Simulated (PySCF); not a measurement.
# Which functional comes closest?

Molecule: SMILES C1=CCCCC1, C$_{6}$H$_{10}$.

Cartesian coordinates in Å; atom numbers follow the order of the lines, from 1:
```xyz
16

C    -0.0149    1.5137    0.3368
C     1.1948    0.9436    0.2956
C     1.4138   -0.5040   -0.0311
C     0.1695   -1.1552   -0.6280
C    -1.0845   -0.7500    0.1381
C    -1.2902    0.7614    0.0970
H    -0.0945    2.5834    0.5579
H     2.0803    1.5525    0.5066
H     2.2675   -0.6021   -0.7229
H     1.7238   -1.0409    0.8856
H     0.0649   -0.8404   -1.6811
H     0.2810   -2.2508   -0.6393
H    -0.9843   -1.0740    1.1889
H    -1.9699   -1.2663   -0.2649
H    -2.0454    1.0664    0.8412
H    -1.7121    1.0634   -0.8807
```

Geometry PBE0-D3(BJ)/def2-SVP throughout; GIAO in PySCF, gas phase, one conformer, non-relativistic; equivalent atoms averaged; basis pcSseg-1.

Reference values (measured; solution, not stated in the table (CDCl3 in this author's series); The use of chemical shift calculations in the conformational analysis of substituted benzenes, New J. Chem. 2019 (ESI)): δ(H7/H8) = 5.68 ppm, δ(H9/H10/H15/H16) = 1.99 ppm, δ(H11/H12/H13/H14) = 1.61 ppm. Computed shifts are taken against TMS, calculated as an isolated molecule at each level.

**Question.** How do the functionals HF, LDA, PBE, BLYP, BP86, OPBE, KT2, KT3, B97-D, B3LYP, PBE0, mPW1PW91, WP04, B97-2, BHandHLYP, CAM-B3LYP, wB97X-D, LC-wPBE perform against the reference? Times are CPU seconds on shared hosts with different chips, so compare them loosely.

**Answer.** 
```csv
functional,kind,H7/H8,H9/H10/H15/H16,H11/H12/H13/H14,mean abs. error H,core-s
HF,Hartree–Fock,5.77,1.76,1.35,0.19,4.7
LDA,LDA,5.98,2.15,1.57,0.17,13
PBE,GGA,5.87,2.11,1.55,0.12,19
BLYP,GGA,5.77,2.11,1.57,0.08,19
BP86,GGA,5.87,2.10,1.54,0.12,19
OPBE,GGA,5.90,2.08,1.51,0.14,18
KT2,GGA,5.72,2.12,1.58,0.07,24
KT3,GGA,5.67,2.10,1.56,0.06,23
B97-D,GGA,5.77,2.10,1.55,0.09,24
B3LYP,global hybrid,5.78,2.01,1.50,0.08,15
PBE0,global hybrid,5.88,1.99,1.47,0.11,13
mPW1PW91,global hybrid,5.86,1.98,1.46,0.11,14
WP04,global hybrid,5.53,1.90,1.40,0.15,24
B97-2,global hybrid,5.82,2.00,1.48,0.09,22
BHandHLYP,global hybrid,5.78,1.91,1.44,0.12,21
CAM-B3LYP,range-separated hybrid,5.82,1.94,1.47,0.11,30
wB97X-D,range-separated hybrid,5.85,1.91,1.43,0.14,29
LC-wPBE,range-separated hybrid,5.91,1.83,1.38,0.21,37
```

For 1H the closest is KT3 (0.06 ppm, with KT2, B3LYP, BLYP practically level) and the furthest LC-wPBE (0.21 ppm). One molecule is a small sample, and vibrational and solvent effects are absent from the calculation.
